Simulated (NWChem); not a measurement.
System: propene (C₃H₆); SMILES C(=C)C

The following NWChem deck was run.

```
start job
memory heap 200 mb stack 900 mb global 1100 mb
geometry units angstroms noautoz
  C     -0.166371    -1.228741     0.000000
  C      0.450230     0.130829     0.000000
  C     -0.217803     1.285356     0.000000
  H      0.150718    -1.808887    -0.882952
  H      0.150718    -1.808887     0.882952
  H     -1.265339    -1.178381     0.000000
  H      1.547791     0.162170     0.000000
  H     -1.312786     1.312607     0.000000
  H      0.302368     2.246879     0.000000
end
basis spherical
  * library 3-21g
end
dft
  xc b3lyp
  iterations 150
  mulliken
end
task dft energy
```

Excerpt of the output:

```
             Northwest Computational Chemistry Package (NWChem) 7.3.0
             --------------------------------------------------------

 CS  symmetry detected

                             Geometry "geometry" -> ""
                             -------------------------

 Output coordinates in angstroms (scale by  1.889725989 to convert to a.u.)

  No.       Tag          Charge          X              Y              Z
 ---- ---------------- ---------- -------------- -------------- --------------
    1 C                    6.0000    -0.16667085    -1.23062121     0.00000000
    2 C                    6.0000     0.45165069     0.12816716     0.00000000
    3 C                    6.0000    -0.21492030     1.28353888     0.00000000
    4 H                    1.0000     0.14968350    -1.81116814    -0.88295200
    5 H                    1.0000     0.14968350    -1.81116814     0.88295200
    6 H                    1.0000    -1.26557422    -1.17887010     0.00000000
    7 H                    1.0000     1.54925048     0.15811877     0.00000000
    8 H                    1.0000    -1.30986792     1.31217596     0.00000000
    9 H                    1.0000     0.30646745     2.24440264     0.00000000

 Effective nuclear repulsion energy (a.u.)      70.5700922181

      Symmetry information
      --------------------

 Group name             Cs
 Group number              2
 Group order               2
 No. of unique centers     8

                                 NWChem DFT Module
                                 -----------------

 Summary of "ao basis" -> "ao basis" (spherical)
 ------------------------------------------------------------------------------
       Tag                 Description            Shells   Functions and Types
 ---------------- ------------------------------  ------  ---------------------
 C                           3-21g                   5        9   3s2p
 H                           3-21g                   2        2   2s

      Symmetry analysis of basis
      --------------------------

        a'         31
        a"          8

            General Information
            -------------------
          SCF calculation type: DFT
          Wavefunction type:  closed shell.
          No. of atoms     :     9
          No. of electrons :    24
           Alpha electrons :    12
            Beta electrons :    12
          Charge           :     0
          Spin multiplicity:     1
          Use of symmetry is: on ; symmetry adaption is: on
          Maximum number of iterations: 150
          AO basis - number of functions:    39
                     number of shells:    27
          Convergence on energy requested:  1.00D-06
          Convergence on density requested:  1.00D-05
          Convergence on gradient requested:  5.00D-04

              XC Information
              --------------
                         B3LYP Method XC Potential
                     Hartree-Fock (Exact) Exchange  0.200
                        Slater Exchange Functional  0.800 local
                    Becke 1988 Exchange Functional  0.720 non-local
              Lee-Yang-Parr Correlation Functional  0.810
                  VWN I RPA Correlation Functional  0.190 local

             Grid Information
             ----------------
          Grid used for XC integration:  medium
          Radial quadrature: Mura-Knowles
          Angular quadrature: Lebedev.
          Tag              B.-S. Rad. Rad. Pts. Rad. Cut. Ang. Pts.
          ---              ---------- --------- --------- ---------
          C                   0.70       49           9.0       434
          H                   0.35       45          10.0       434
          Grid pruning is: on
          Number of quadrature shells:   372
          Spatial weights used:  Erf1

      Superposition of Atomic Density Guess
      -------------------------------------

 Sum of atomic energies:        -115.36847814

      Non-variational initial energy
      ------------------------------

 Total energy =    -117.257558
 1-e energy   =    -292.789494
 2-e energy   =     104.961844
 HOMO         =      -0.291955
 LUMO         =       0.041990

      Symmetry analysis of molecular orbitals - initial
      -------------------------------------------------

  Numbering of irreducible representations:

     1 a'          2 a"

  Orbital symmetries:

     1 a'          2 a'          3 a'          4 a'          5 a'
     6 a'          7 a'          8 a'          9 a"         10 a'
    11 a'         12 a"         13 a"         14 a'         15 a'
    16 a'         17 a'         18 a"         19 a'         20 a'
    21 a'         22 a'

     ---------------------------------------------
      Total Density - Mulliken Population Analysis
     ---------------------------------------------

    Atom       Charge   Shell Charges
 -----------   ------   -------------------------------------------------------
    1 C    6     6.74   1.99  0.40  1.59  1.15  1.62
    2 C    6     6.20   1.99  0.43  1.50  0.95  1.34
    3 C    6     6.54   1.99  0.44  1.57  1.01  1.54
    4 H    1     0.74   0.41  0.33
    5 H    1     0.74   0.41  0.33
    6 H    1     0.75   0.42  0.34
    7 H    1     0.76   0.42  0.34
    8 H    1     0.76   0.42  0.34
    9 H    1     0.75   0.42  0.34

   convergence    iter        energy       DeltaE   RMS-Dens  Diis-err
 ---------------- ----- ----------------- --------- --------- ---------
 d= 0,ls=0.0,diis     1   -117.2371629356 -1.88D+02  1.04D-02  2.72D-01
 d= 0,ls=0.0,diis     2   -117.2635947406 -2.64D-02  6.38D-03  2.47D-02
 d= 0,ls=0.0,diis     3   -117.2600161760  3.58D-03  3.96D-03  5.09D-02
 d= 0,ls=0.0,diis     4   -117.2668590425 -6.84D-03  3.24D-04  2.21D-04
 d= 0,ls=0.0,diis     5   -117.2668841803 -2.51D-05  1.19D-04  3.39D-05
  Resetting Diis
 d= 0,ls=0.0,diis     6   -117.2668885714 -4.39D-06  1.15D-05  1.85D-07
 d= 0,ls=0.0,diis     7   -117.2668885914 -2.01D-08  8.58D-06  4.34D-08

[...]
```

Level: B3LYP/3-21G. All runs use the structure optimised with PBE0/def2-SVP.
